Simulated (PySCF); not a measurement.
# LiO, CCSD(T): how much the basis matters

PySCF, UHF reference; doublet, unpaired electrons π ↑; De to Li + O without counterpoise correction. Frozen cores follow the default of each basis and core potential.

| basis | relativity | functions | Re (Å) | ωe (cm⁻¹) | De (eV) | frozen orbitals |
| --- | --- | --- | --- | --- | --- | --- |
| def2-SVP | no relativity | 23 | 1.680 | 852 | 2.93 | 1 |
| 6-31G(d,p) | no relativity | 28 | 1.717 | 847 | 3.02 | 1 |
| aug-pcseg-1 | no relativity | 36 | 1.726 | 779 | 3.39 | 1 |
| x2c-TZVPPall | spin-free X2C | 50 | 1.694 | 822 | 3.34 | 1 |

Q: How does each smaller set differ from the one with most functions, x2c-TZVPPall?

A: def2-SVP: -1.4 pm, +3.6 % in ωe, -0.41 eV in De; 6-31G(d,p): +2.3 pm, +3.0 % in ωe, -0.32 eV in De; aug-pcseg-1: +3.2 pm, -5.2 % in ωe, +0.05 eV in De. All at CCSD(T); the set with most functions is neither the basis-set limit nor always the best. The rows treat relativity differently, so the differences are not basis effects alone.

Correlated steps freeze 1 core orbital. Correlated levels converge slowly with the basis: in double zeta they bind strong bonds too weakly, by up to about 1 eV, and carry superposition errors of some tenths. The state was picked by a PBE0 search and need not be the measured ground state.
